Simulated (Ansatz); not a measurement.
Run this with Ansatz's Python interface and show what comes out.

`clsi_composite.py`
```python
import itertools
import logging
import sys

import ansatz as az
from ase.data import atomic_numbers, covalent_radii
import numpy as np

logging.basicConfig(stream=sys.stdout, format="%(name)s: %(message)s")
log = logging.getLogger("ansatz_job")
log.setLevel(logging.INFO)

BASIS_SET = "def2-SVP"
XC = "b3lyp"


def main() -> None:
    molecule = (
        az.Crystal.molecule()
        .atom("Si", (0.0, 0.0, 0.0))
        .atom("Cl", (0.0, 0.0, 2.085))
    )

    job = molecule.calculation().basis(gaussian=BASIS_SET).functional(XC).spin("collinear", total=1)
    symbols = [site.symbol for site in molecule.cartesian_sites]
    start = np.array([site.position_ang for site in molecule.cartesian_sites], dtype=float)
    summary = job.relax(force_tolerance=0.01, max_steps=100).run().report
    end = np.array(summary["positions_ang"])
    radius = [covalent_radii[atomic_numbers[s]] for s in symbols]
    span = lambda where, i, j: np.linalg.norm(where[i] - where[j])
    bonded = [(i, j) for i, j in itertools.combinations(range(len(symbols)), 2) if min(span(start, i, j), span(end, i, j)) < 1.2 * (radius[i] + radius[j])]
    log.info("pair        before    after (A)")
    for i, j in bonded:
        print(f"{symbols[i]}{i}-{symbols[j]}{j}".ljust(10), f"{span(start, i, j):8.4f} {span(end, i, j):8.4f}")

    minimum = az.Crystal.molecule()
    for symbol, place in zip(symbols, end):
        minimum = minimum.atom(symbol, place.tolist())
    at_minimum = minimum.calculation().spin("collinear", total=1)
    level = lambda method, basis: at_minimum.basis(gaussian=basis).correlation(method).run().report
    small, large, cluster = level("mp2", "cc-pVDZ"), level("mp2", "cc-pVTZ"), level("ccsd_t", "cc-pVDZ")
    corr = lambda each: (each["free_energy_ev"] - each["reference_energy_ev"]) / 27.211386246
    mp2_limit = (27 * corr(large) - 8 * corr(small)) / 19
    pieces = {"HF / cc-pVTZ": large["reference_energy_ev"] / 27.211386246, "MP2 correlation, DZ-TZ limit": mp2_limit, "CCSD(T) - MP2 / cc-pVDZ": corr(cluster) - corr(small)}
    for name, value in pieces.items():
        log.info(f"{name:32s} {value:14.6f} Ha")
    log.info(f"{'sum':32s} {sum(pieces.values()):14.6f} Ha")
    print("T1 diagnostic", round(cluster["correlation"]["coupled_cluster"]["t1_diagnostic"], 4))


if __name__ == "__main__":
    main()
```

```console
$ python clsi_composite.py
ansatz_job: pair        before    after (A)
Si0-Cl1      2.0850   2.0984
ansatz_job: HF / cc-pVTZ                        -748.453285 Ha
ansatz_job: MP2 correlation, DZ-TZ limit          -0.289503 Ha
ansatz_job: CCSD(T) - MP2 / cc-pVDZ               -0.033139 Ha
ansatz_job: sum                                 -748.775927 Ha
T1 diagnostic 0.018
```

Total energies depend on the basis set; only differences at equal settings carry meaning. The sum leaves out core correlation, relativity, the Hartree-Fock basis error and zero-point energy; a DZ-TZ extrapolation is rough. The species is open-shell (spin multiplicity 2). b3lyp holds the VWN-RPA fit, as in Gaussian; the form of ORCA and Turbomole is b3lyp5. Inner cores stay frozen, so this is valence correlation. For Al to Cl the sets with a tight d function, cc-pV(X+d)Z, are usual. The spin state was assumed, and another may lie lower. It ran for 6.5 s on 1 thread of Arm Neoverse V1 (shared host), peak memory 0.19 GiB.
